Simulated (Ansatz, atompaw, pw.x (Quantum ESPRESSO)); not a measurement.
# From atom to crystal: PAW (atompaw) potential for beryllium

- Element: Be (Z = 4)
- Generator: atompaw 4.2.0.5
- Type: PAW
- Functional: PBEsol
- Relativity: scalar-relativistic
- Frozen core: [He]
- Valence charge: 2
- Reference configuration: 2s2 2p0
- Partial waves: 2s (bound): rc 1.60 bohr; 2s channel at 0.55 Ry: rc 3.00 bohr; 2p (bound, empty): rc 3.00 bohr; 2p channel at 0.3 Ry: rc 3.00 bohr; 3d channel at 0.05 Ry: rc 3.00 bohr; 3d channel at 2.45 Ry: rc 3.00 bohr
- Local potential: troulliermartins scheme with l = 3 at 0 Ry, radius 2.45 bohr
- Core correction: smooth core density matched at 2.15 bohr
- Augmentation charge: gaussian compensation charge, radius 2.60 bohr; PAW radius 3.00 bohr; waves and projectors: custom rrkj gramschmidtortho

Atomic tests: cutoffs needed: 6 Ry and 15 Ry (the cutoffs (Ry, on a coarse ladder) from which the occupation-weighted sum of valence levels, in a spherical-Bessel basis at the reference potential, stays within 10 and 1 mRy of its value at 400 Ry); ghost test: no extra level below or beside the all-electron valence levels (s, p, d, f tested) (spherical-Bessel basis up to 400 Ry, 20 bohr box); lowest eigenvalue of the overlap operator: 0.08 (s channel).

Crystal test: sc Be in pw.x 7.5, no spin, 15³ k-points, Fermi–Dirac smearing 0.01 Ry, cutoffs 40/400 Ry. The reference is all-electron LAPW (Ansatz 0.2.0) with the same functional, mesh and smearing; V0 and B0 come from Birch–Murnaghan fits to the pressures at five volumes. Errors are pseudo minus all-electron; Δ is the rms difference of the E(V) curves that follow from these fits, minima aligned, over ±6 % about the mean V0. Mesh and smearing are coarse, so the numbers serve the comparison and aren't converged zero-temperature values; the lattice is a test structure that the element need not adopt.

All-electron: a0 = 2.166 Å (V0 = 10.16 Å³/atom), B0 = 76.1 GPa.

How far does the potential miss the all-electron equation of state?

mean pressure error (GPa): +0.33; a0 (Å): 2.168; a0 error (%): +0.12; B0 error (%): +3.1; Δ (meV/atom): 0.6. The largest radius (3.00 bohr) exceeds half the bond length (2.04 bohr), so the spheres overlap, which is one possible source of error among others.

```json
{"V (Å³/atom)": "9.549", "P all-electron (GPa)": "5.22", "P pseudo (GPa)": "5.75"}
{"V (Å³/atom)": "9.801", "P all-electron (GPa)": "2.90", "P pseudo (GPa)": "3.31"}
{"V (Å³/atom)": "10.052", "P all-electron (GPa)": "0.82", "P pseudo (GPa)": "1.13"}
{"V (Å³/atom)": "10.303", "P all-electron (GPa)": "-1.04", "P pseudo (GPa)": "-0.82"}
{"V (Å³/atom)": "10.555", "P all-electron (GPa)": "-2.73", "P pseudo (GPa)": "-2.56"}
```

At the middle volume, how do free energy and pressure move when the wave cutoff is lowered (ecutrho held at 400 Ry)?

```json
{"cutoff (Ry)": "18", "shift of F (meV/atom)": "+2.1", "shift of P (GPa)": "-0.03"}
{"cutoff (Ry)": "24", "shift of F (meV/atom)": "+1.4", "shift of P (GPa)": "-0.04"}
{"cutoff (Ry)": "32", "shift of F (meV/atom)": "+0.2", "shift of P (GPa)": "-0.02"}
```

The run at the middle volume (120 k-points, 8 iterations) took about 4.3 s on one core of a shared host (Intel(R) Xeon(R) 6975P-C, 128 threads, 496 GiB, load 7).
